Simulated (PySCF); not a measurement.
Does the answer move with the share of exact exchange?

Thioketene, C₂H₂S.
Cartesian coordinates in Å at the PBE0-D3(BJ)/def2-SVP level; atoms count from 1:
```xyz
5
C2H2S angstrom
C     -0.599   -0.044    0.003
C      0.711    0.002   -0.030
S      2.269    0.058   -0.068
H     -1.184    0.874    0.107
H     -1.123   -1.001   -0.074
```

PySCF, def2-SVPD basis, density fitting, gas phase, PBE0-D3(BJ)/def2-SVP geometry; triplets by Tamm–Dancoff TDDFT and ionisation energies by ΔSCF, from the lowest of the holes tried. One functional is left out:

| functional | exact exchange (%) | HOMO energy (eV) | LUMO energy (eV) | lowest triplet excitation (eV) | dipole moment (D) | mean polarisability (au) | vertical ionisation energy (eV) |
| --- | --- | --- | --- | --- | --- | --- | --- |
| LDA | 0 | -5.74 | -3.34 | 2.26 | 1.049 | 48.4 | 9.14 |
| PBE | 0 | -5.61 | -3.19 | 2.20 | 1.059 | 48.1 | 8.91 |
| PBE0 | 25 | -6.67 | -2.28 | 2.21 | 1.172 | 47.3 | 8.93 |
| BHandHLYP | 50 | -7.59 | -1.20 | 2.25 | 1.262 | 47.3 | 8.78 |

Predict the row of B3LYP (20 % exact exchange) by straight lines through the other rows, and check it.

```
                       property   line  computed  computed − line  PBE0 (25 %), for comparison
               HOMO energy (eV)  -6.45     -6.45             0.00                        -6.67
               LUMO energy (eV)  -2.45     -2.46            -0.01                        -2.28
 lowest triplet excitation (eV)   2.23      2.21            -0.02                         2.21
              dipole moment (D)  1.141     1.112           -0.029                        1.172
       mean polarisability (au)   47.7      47.9             +0.2                         47.3
vertical ionisation energy (eV)   8.93      8.95            +0.02                         8.93
```
